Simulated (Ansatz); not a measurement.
Cost and result for the atomization energy of C₃H₄FN, SMILES `C=NC(=C)F` (9 atoms, 8 bonds).

```xyz
9

C     1.776    0.019   -0.078
N     0.675   -0.165    0.525
C    -0.511    0.043   -0.135
C    -1.701   -0.127    0.427
F    -0.432    0.441   -1.421
H     2.697   -0.155    0.473
H     1.851    0.340   -1.118
H    -1.746   -0.446    1.457
H    -2.610    0.048   -0.131
```

The species carries charge 0 and has multiplicity 1. All single points use the PBE0-D4/def2-TZVP geometry. It is one conformer, not always the lowest. Program: Ansatz. All runs use 2 threads of an Intel Xeon Platinum 8259CL on a shared host. Times are those of one run each, without the atoms' runs, and a repeat can differ threefold. Electronic energies, without spin–orbit coupling; frozen cores. CCSD(T)/CBS adds CCSD(T) − MP2 in def2-TZVPP to the MP2 limit, and its time is that of the two runs behind it. T1 = 0.013; the RHF reference is unstable towards UHF. HSE06 is the plane-wave form, built on full-range PBE exchange.

CCSD(T)/CBS is a level of theory with its own doubt, some kJ/mol a heavy atom from the limit and from the frozen cores, so smaller differences don't rank the functionals.

```csv
level,functions,wall time,atomization (kJ/mol),difference from CCSD(T)/CBS,per bond
LDA (SPW92)/def2-TZVPP,211,2 s,4408.3,671.6,83.9
HSE06-D4/def2-TZVPP,211,4 s,3793.9,57.2,7.2
PBE0-D4/def2-TZVPP,211,4.5 s,3789.6,52.9,6.6
PBE-D4/def2-TZVPP (with forces),211,4.6 s,3912.4,175.7,22.0
BHLYP-D4/def2-TZVPP,211,4.9 s,3599.2,-137.5,-17.2
CCSD(T)/def2-SVP,90,6.5 s,3564.3,-172.4,-21.6
B2PLYP/def2-TZVPP,211,7 s,3723.6,-13.1,-1.6
ωB97X-V/def2-TZVPP,211,8.5 s,3752.1,15.4,1.9
PBE-QIDH/def2-TZVPP,211,8.5 s,3723.8,-12.9,-1.6
ωB97M-V/def2-TZVPP (with forces),211,11 s,3762.0,25.3,3.2
MP2/def2-QZVPP,405,25 s,3786.8,50.1,6.3
CCSD(T)/def2-TZVPP,211,98 s,3633.3,-103.4,-12.9
CCSD(T)/CBS(def2),–,2 min,3736.7,0.0,0.0
```

The D4 term adds +23.1 kJ/mol with B3LYP and +12.0 kJ/mol with PBE0; it sums over pairs of atoms, weighted by their polarisabilities, and B3LYP, whose exchange is more repulsive, gets the larger term. From r2SCAN to r2SCAN0 (25 % exact exchange), in def2-TZVPP and without D4, the atomization energy moves by −92.8 kJ/mol: exact exchange takes away binding that semilocal exchange gives to molecules. Leaving LDA and LC-ωPBE aside and taking each functional with its dispersion term where it has one, the values spread over 313.1 kJ/mol, from BHLYP-D4 to PBE-D4. LDA lies +510.3 kJ/mol from PBE without D4, its usual overbinding.

B3LYP here is the variant with VWN-RPA as its local correlation; programs differ in this.
